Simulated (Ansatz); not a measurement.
Born–Oppenheimer molecular dynamics of C5H10O (16 atoms, charge 0, multiplicity 1). It starts from a relaxed structure.

All numbers below come from Ansatz 0.2.0, RHF/STO-3G.

```yaml
ensemble: NVT, Langevin thermostat
time_step: 0.5 fs
steps_asked: 400
set_temperature: 400 K
friction: 0.001 /fs
seed: 33097
```

First frame:

```xyz
16
Properties=species:S:1:pos:R:3
C 1.353 -1.998 1.106
C 1.851 -0.972 0.106
C 1.094 -0.067 -0.474
O -0.286 0.007 -0.247
C -0.799 1.318 -0.543
C -2.326 1.294 -0.333
H 0.299 -1.843 1.317
H 1.482 -3.008 0.722
H 1.908 -1.928 2.039
H 2.902 -1.007 -0.148
H 1.505 0.644 -1.190
H -0.569 1.600 -1.577
H -0.346 2.071 0.113
H -2.785 0.563 -0.991
H -2.561 1.032 0.694
H -2.745 2.272 -0.550
```

Question: What does the run give?

Answer: All steps were run.

```yaml
steps_done: 400
time_covered: 200 fs
mean_temperature_over_the_second_half: 260 K
spread_of_the_potential_energy_over_the_second_half: 4.6 meV per atom
mean_potential_energy_of_the_second_half_above_the_start: 27.7 meV per atom
```

The mean temperature of the second half is 35 % below the set value. A run of 0.2 ps of so small a system gives no equilibrium averages. Limits of this set-up: minimal basis.

Question: What happens to the structure?

Answer: The same pairs are bonded in the first frame and the last. Pairs count as bonded within 1.25 times the sum of covalent radii (0.12 Å more for H–H). The details hang on the random start.

Question: How do temperature and energy run in time?

Answer: 
```
time (fs)  T (K)  potential energy less start (eV)
      0.0    375                             0.000
      6.5    107                             0.592
     13.0    239                             0.325
     19.5    229                             0.384
     26.0    233                             0.367
     32.5    201                             0.461
     39.0    211                             0.485
     45.5    297                             0.279
     52.0    164                             0.574
     58.5    253                             0.371
     65.0    180                             0.522
     71.5    258                             0.368
     78.0    169                             0.569
     84.5    230                             0.475
     91.0    246                             0.447
     97.5    295                             0.342
    104.0    187                             0.605
    110.5    271                             0.419
    117.0    270                             0.441
    123.5    203                             0.604
    130.0    252                             0.477
    136.5    265                             0.401
    143.0    266                             0.399
    149.5    227                             0.497
    156.0    293                             0.350
    162.5    238                             0.477
    169.0    292                             0.384
    175.5    232                             0.506
    182.0    315                             0.347
    188.5    277                             0.442
    195.0    285                             0.401
```

Run time: 6.8 min on 1 thread of Arm Neoverse V1, with other jobs on the host, peak memory 0.082 GiB.
